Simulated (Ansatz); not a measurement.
# BH₅SSi (SMILES BS[SiH3]): one structure at several levels

The task here is to estimate one member of a computed series from the others.

Program: Ansatz 0.2.0, Gaussian basis. Level of theory: single points in def2-TZVPP. These are calculated values, not measurements.

Correlated methods freeze the cores.

## Starting geometry

SMILES `BS[SiH3]`, 8 atoms, charge 0, spin multiplicity 1.

Atoms are counted from 1 here; the program's logs count them from 0.

Bond lengths: B1–S2 1.798 Å, B1–H4 1.174 Å, B1–H5 1.212 Å, S2–Si3 2.043 Å, Si3–H6 1.523 Å, Si3–H7 1.320 Å, Si3–H8 1.438 Å. Angles: S2–B1–H4 116.1°, S2–B1–H5 120.3°, H4–B1–H5 122.8°, B1–S2–Si3 106.7°, S2–Si3–H6 105.6°, S2–Si3–H7 110.7°, S2–Si3–H8 111.8°, H6–Si3–H7 106.1°, H6–Si3–H8 112.4°, H7–Si3–H8 110.0°.

Coordinates:

```xyz
8
charge 0, multiplicity 1
B    -1.02610    0.91220   -1.04570
S    -0.99020   -0.75100   -0.36400
Si    0.70180   -0.88400    0.77280
H    -1.97780    1.19360   -1.67200
H    -0.19400    1.72830   -0.71270
H     0.55260    0.17680    1.85540
H     1.76430   -0.54200    0.06850
H     0.87670   -2.20230    1.31900
```

Set-up of the first run:

File run/in.yaml:

```yaml
crystal:
  periodic: [false, false, false]
  atoms:
    - {symbol: B, position_ang: [-1.026100, 0.912200, -1.045700]}
    - {symbol: S, position_ang: [-0.990200, -0.751000, -0.364000]}
    - {symbol: Si, position_ang: [0.701800, -0.884000, 0.772800]}
    - {symbol: H, position_ang: [-1.977800, 1.193600, -1.672000]}
    - {symbol: H, position_ang: [-0.194000, 1.728300, -0.712700]}
    - {symbol: H, position_ang: [0.552600, 0.176800, 1.855400]}
    - {symbol: H, position_ang: [1.764300, -0.542000, 0.068500]}
    - {symbol: H, position_ang: [0.876700, -2.202300, 1.319000]}
basis:
  gaussian: {orbitals: def2-TZVPP}
correlation: {method: ccsd_t}
output: {forces: true}
```

The command line of these runs was not kept.

Among the steps run: CCSD(T)/def2-TZVPP; PBE0-D4/def2-TZVPP; wB97M-V/def2-TZVPP; r2SCAN-D4/def2-TZVPP; PBE-D4/def2-TZVPP; B97M-V/def2-TZVPP; r2SCAN0-D4/def2-TZVPP.

One table of the session follows, with a row left open; its other results are not shown here.

```
    method  RMS force component (eV/Å)  angle to CCSD(T) forces (°)  dipole (D)
   CCSD(T)                       1.343                    reference        0.79
   PBE0-D4                       1.341                          4.2        0.79
   wB97M-V                       1.314                          2.4        0.77
 r2SCAN-D4                       1.329                          3.1        0.78
    PBE-D4                       1.362                          5.2        0.82
    B97M-V                           ?                            ?           ?
r2SCAN0-D4                       1.318                          3.9        0.77
```

Q: Estimate the row for B97M-V from the others.

**Answer.** RMS force component (eV/Å): 1.269; angle to CCSD(T) forces (°): 4.3; dipole (D): 0.66. In the column «RMS force component (eV/Å)» it is the lowest.
